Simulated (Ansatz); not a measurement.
Molecule (SMILES): [Cl][Al][Cl], doublet.
Atoms: Al1, Cl2, Cl3. Bonds: Al1-Cl2, Al1-Cl3.

Basis-set convergence of the harmonic zero-point energy at PBE with Ansatz (a program for electronic structure). Each level at its own minimum, finite differences of forces, unscaled; the reference is a large set that could be run, not a limit. Cartesian d functions, on some or all atoms, in 6-31G**, 6-31+G*, 6-311G**; all else is spherical. The program fits the integrals of some runs and decomposes those of others, by size. Open shells are unrestricted. No added dispersion term, no relativity. Reference: the value in aug-pcseg-2, 1.61 kcal/mol. Deviations are taken from unrounded values.

```
basis              functions  harmonic zero-point energy (kcal/mol)  minus reference (kcal/mol)
-----------------  ---------  -------------------------------------  --------------------------
STO-3G                    27                                   1.82                        0.22
6-31G                     39                                   1.42                       -0.19
pcseg-0                   39                                   1.46                       -0.15
def2-SVP                  54                                   1.64                        0.03
pcseg-1                   54                                   1.58                       -0.03
6-31G**                   57                                   1.61                        0.00
6-31+G*                   69                                   1.59                       -0.01
cc-pV(D+d)Z               69                                   1.59                       -0.02
def2-SVPD                 78                                   1.58                       -0.03
6-311G**                  81                                   1.60                       -0.01
aug-pcseg-1               81                                   1.58                       -0.03
pcseg-2                  102                                   1.62                        0.01
def2-TZVPP               126                                   1.61                        0.00
def2-TZVPD               135                                   1.60                        0.00
6-311++G(3df,3pd)        141                                   1.61                        0.00
jun-cc-pV(T+d)Z          144                                   1.60                       -0.01
aug-pcseg-2              150                                   1.61                        0.00
def2-TZVPPD              150                                   1.60                        0.00
```
